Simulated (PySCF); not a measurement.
# C4H5F: the cost of one run

Computed with PySCF 2.14.0, with density-fitted response routines of our own, on a single molecule in the gas phase. Atoms are numbered from 0 throughout.

## Step 1: The molecule as given

10 atoms, charge 0, multiplicity 1; geometry from: GFN2-xTB. The atoms were then displaced at random by about 0.01 Å, so the start is not that level's minimum.

Bonds of the start (Å): F0–C1 1.36, C1–C2 1.34, C2–C3 1.47, C3–C4 1.53, C4–C1 1.50, C2–H5 1.08, C3–H6 1.10, C3–H7 1.10, C4–H8 1.06, C4–H9 1.10.

## Step 2: Geometry optimisation at PBE0-D3(BJ)/def2-SVP

Job settings and geometry (Å):

```
{"job": {"xc": "PBE0", "basis": "def2-SVP", "d3": "d3bj", "grid": 1, "shake": 0.01, "kind": "geom"}, "charge": 0, "multiplicity": 1}
F      2.394820     0.199930     0.375680
C      1.048840     0.201470     0.151450
C      0.124470     1.137020    -0.094100
C     -0.930990     0.119380    -0.177660
C      0.116250    -0.966450     0.097200
H      0.151040     2.211510    -0.186110
H     -1.428890     0.035610    -1.149730
H     -1.713510     0.206970     0.589880
H      0.290140    -1.661790    -0.681440
H     -0.001750    -1.504590     1.053760
```

The run is started by

```
> OMP_NUM_THREADS=1 python probes_run.py task.json out
```

One launch serves the whole session: the jobs run in the order shown.

Q: Estimate the wall time and peak memory of this first job on 1 thread of Arm Neoverse V1, shared host.

About 23 s, with a peak of 0.4 GiB.
